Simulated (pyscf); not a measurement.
**Four-centre exchange: H₂S + germane (GeH₄) → HS–GeH₃ + hydrogen (H₂)**

Gas phase, singlet surface, charge 0. Bonds broken: S1–H2, Ge4–H5. Bonds formed: S1–Ge4, H2–H5. Optimised with ωB97X-D3(BJ)/def2-SVP in PySCF.

Transition state (Å):

```xyz
8

S     -0.2134    -1.3175     0.7582
H     -1.2732    -0.0118     0.8704
H     -1.2141    -2.0915     0.2912
Ge    -0.7133     0.5727    -0.9941
H     -1.7487     0.7789     0.5162
H     -1.8511     1.4121    -1.6323
H      0.4614     1.4396    -0.5506
H     -0.3710    -0.4741    -2.0718
```

One imaginary mode, 1605i cm⁻¹; descent along it reached the two sides named.

```csv
bond,change,reactant side (Å),saddle,product side
S1–H2,breaks,1.346,1.685,3.0
Ge4–H5,breaks,1.536,1.843,3.7
S1–Ge4,forms,3.7,2.6,2.224
H2–H5,forms,3.0,0.988,0.761
```

Electronic energies relative to the separated reactants (kJ/mol):

| level | barrier | reaction energy | reverse barrier |
|---|---|---|---|
| ωB97X-D3(BJ)/def2-TZVP | 223.3 | -33.8 | 257.1 |
| PBE/def2-TZVP | 188.3 | -23.0 | 211.3 |
| r²SCAN/def2-TZVP | 202.5 | -25.8 | 228.3 |
| B3LYP-D3(BJ)/def2-TZVP | 214.6 | -23.1 | 237.7 |
| PBE0-D3(BJ)/def2-TZVP | 203.6 | -24.4 | 227.9 |
| M06-2X/def2-TZVP | 214.5 | -34.8 | 249.3 |
| ωB97M-D3(BJ)/def2-TZVP | 230.4 | -18.3 | 248.7 |
| HF/def2-TZVP | 307.9 | -7.7 | 315.5 |

With ωB97M-D3(BJ)/def2-TZVP energies and thermal terms (ideal gas, 1 atm, RRHO with modes under 100 cm⁻¹ raised to 100, one conformer, R ln 2 for chiral ones without a mode under 150 cm⁻¹), in kJ/mol:

| T (K) | ΔH‡ | ΔG‡ | ΔH | ΔG |
|---|---|---|---|---|
| 298 | 224.5 | 259.6 | -22.7 | -20.8 |
| 600 | 226.3 | 294.7 | -17.7 | -20.8 |
| 900 | 229.7 | 328.2 | -14.1 | -23.3 |
| 1200 | 233.4 | 360.5 | -11.6 | -26.7 |

One saddle was located; it need not be the lowest between these sides. Elements up to Kr have no core potential and no relativistic terms here.
